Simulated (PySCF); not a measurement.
Ionisation energy of Ar by level of theory

Ar [Ar] → Ar⁺ [Ne] 3s2 3p5 [3p1/2^2 3p3/2^3, M_J = 3/2], as a difference of total energies. All numbers are calculated (PySCF 2.14, the two-component X2C-1e Hamiltonian, in x2c-TZVPall-2c with one added diffuse shell each of s, p type (6s7p2d1f, 44 functions)). Correlated levels: [Ne] frozen; the 6 highest virtual spinors dropped. "Screened" scales the spin-orbit matrix elements by Boettger's factors to mimic the two-electron term; Breit and QED terms are absent.

| method | ionisation energy (eV) | error (eV) |
| --- | --- | --- |
| GHF (spin-free) | 14.709 | -1.051 |
| GMP2 (spin-free) | 15.671 | -0.089 |
| GHF (screened spin-orbit) | 14.646 | -1.114 |
| GMP2 (screened spin-orbit) | 15.609 | -0.151 |

Reference: 15.760 eV (measured; NIST Atomic Spectra Database, ionization energies).

Errors of the correlated levels include the incompleteness of this basis and the frozen core.
